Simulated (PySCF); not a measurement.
# C2H6S: the cost of one run

Programs: PySCF 2.14.0, with density-fitted response routines of our own. Each step states its level of theory. These are calculated values for one molecule in the gas phase, unless marked as measured. Atoms count from 0, in the outputs and in this text.

### 1 The starting structure

9 atoms, charge 0, multiplicity 1; geometry from: MMFF94s.

Bonds of the start (Å): C0–S1 1.81, S1–C2 1.81, C0–H3 1.09, C0–H4 1.09, C0–H5 1.09, C2–H6 1.09, C2–H7 1.09, C2–H8 1.09.

### 2 Optimising the geometry at PBE0-D3(BJ)/def2-SVP

Job settings and geometry (Å):

```
{"job": {"xc": "PBE0", "basis": "def2-SVP", "d3": "d3bj", "grid": 1, "kind": "geom"}, "charge": 0, "multiplicity": 1}
C      1.285947     0.424105     0.261792
S      0.029027     0.533658    -1.033786
C     -1.284673    -0.400687    -0.214298
H      1.544849    -0.620385     0.453881
H      2.186550     0.950989    -0.064479
H      0.925326     0.889848     1.182618
H     -0.954284    -1.422241    -0.008983
H     -2.158934    -0.443270    -0.869279
H     -1.573808     0.087982     0.719773
```

Command:

```
> OMP_NUM_THREADS=1 python probes_run.py task.json out
```

One launch serves the whole session: the jobs run in the order shown.

**Question.** How long does this first job take on 1 thread of AMD EPYC 9R45, shared host, and how much memory does it need?

About 4.4 s, with a peak of 0.32 GiB.
